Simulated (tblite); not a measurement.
Species: C4H10FS (charge +1).
Z-matrix (Å and degrees, GFN2-xTB geometry), rows numbered from 1:
```
C 
C   1  1.5052
F   2  1.3534  1  112.29
S   2  1.8879  1  111.40  3   118.63
C   4  1.8080  2   98.96  1  -175.25
C   4  1.8080  2  100.27  1   -73.30
H   1  1.0893  2  108.87  3    65.32
H   1  1.0872  2  111.42  3   -53.43
H   1  1.0862  2  110.42  3  -175.73
H   2  1.0954  1  113.30  3  -122.74
H   5  1.0866  4  108.07  2   167.64
H   5  1.0868  4  108.31  2   -74.37
H   5  1.0870  4  110.44  2    46.78
H   6  1.0864  4  108.58  2    78.61
H   6  1.0871  4  110.55  2   -42.97
H   6  1.0867  4  107.69  2  -163.65
```

Calculated harmonic vibrations of the isolated species, GFN2-xTB (tblite), most abundant isotopes, no scaling. This tight-binding method is rough: wavenumbers can miss measured ones by several per cent, in bad cases by 10 to 20. One conformer, not necessarily the lowest.

Harmonic wavenumbers (cm⁻¹): 69.1, 151.6, 180.5, 182.6, 198.6, 211.5, 257.3, 298.1, 380.2, 462.4, 580.2, 705.3, 732.8, 889.8, 913.4, 922.3, 957.3, 996.2, 1013.4, 1088.4, 1117.6, 1174.9, 1265.9, 1320.1, 1325.3, 1392.8, 1397.6, 1408.5, 1412.6, 1422.0, 1439.7, 1459.0, 2937.6, 3038.2, 3039.9, 3041.0, 3054.0, 3057.3, 3058.4, 3059.3, 3062.1, 3067.8.

A = 3798, B = 2188, C = 1946 MHz; mass 109.049 u (most abundant isotopes); point group C1, symmetry number 1.

Task: What is the zero-point energy?

Result: ½Σν̃ = 28871 cm⁻¹ = 345.38 kJ/mol.

Task: What is S at 500 K and 1 bar for an ideal gas of classical rigid rotors and harmonic oscillators?

Result: Translation 178.12, rotation 121.04, vibration 163.09: S = 462.2 J/(mol K).

Task: And Cp and H(500 K) − H(0)?

Result: Cp = 196.48 J/(mol K), of which vibrations give 163.22 (their classical limit is 42 R = 349.2); H(500 K) − H(0) = 59.58 kJ/mol without the zero-point energy, 42.95 from vibrations.

Task: What must be added to the electronic energy to get the Gibbs energy at 500 K and 1 bar?

Result: ZPE + [H(500 K) − H(0)] − T·S = 345.38 + 59.58 − 231.12 = 173.84 kJ/mol.

Task: How do the functions run with temperature in this model?

Result: 
```json
{"T (K)": "100", "S (J/(mol K))": "267.9", "Cp (J/(mol K))": "71.6", "H − H(0) (kJ/mol)": "4.81", "G − H(0) (kJ/mol)": "-21.97", "ln q(vib)": "0.89"}
{"T (K)": "200", "S (J/(mol K))": "328.8", "Cp (J/(mol K))": "105.9", "H − H(0) (kJ/mol)": "13.80", "G − H(0) (kJ/mol)": "-51.96", "ln q(vib)": "2.93"}
{"T (K)": "300", "S (J/(mol K))": "377.6", "Cp (J/(mol K))": "137.4", "H − H(0) (kJ/mol)": "25.94", "G − H(0) (kJ/mol)": "-87.34", "ln q(vib)": "5.08"}
{"T (K)": "800", "S (J/(mol K))": "568.6", "Cp (J/(mol K))": "255.6", "H − H(0) (kJ/mol)": "128.14", "G − H(0) (kJ/mol)": "-326.71", "ln q(vib)": "15.26"}
{"T (K)": "1000", "S (J/(mol K))": "628.6", "Cp (J/(mol K))": "282.3", "H − H(0) (kJ/mol)": "182.06", "G − H(0) (kJ/mol)": "-446.56", "ln q(vib)": "18.96"}
```

q(vib) and H(0) count from the zero-point level.

Task: Which modes carry the vibrational entropy at 500 K?

Result: 69.1 cm⁻¹: 21.76; 151.6 cm⁻¹: 15.28; 180.5 cm⁻¹: 13.85; 182.6 cm⁻¹: 13.76; 198.6 cm⁻¹: 13.08; 211.5 cm⁻¹: 12.57 J/(mol K); the other 36 give 72.79 together.

Task: Blend soft modes into free rotors: weight 1/[1 + (100 cm⁻¹/ν̃)⁴] for the oscillator and the rest for a rotor with moment μB/(μ + B), μ = h/(8π²ν), B = 10⁻⁴⁴ kg m². What vibrational entropy results?

Result: 157.07 J/(mol K) in place of 163.09, which changes −T·S at 500 K by +3.01 kJ/mol.

Hindered rotation and anharmonicity are outside this model. Other conformers, if any are populated, would add a mixing term that is left out. The structure is chiral; the term R ln 2 for an equal mix with its mirror image is left out.
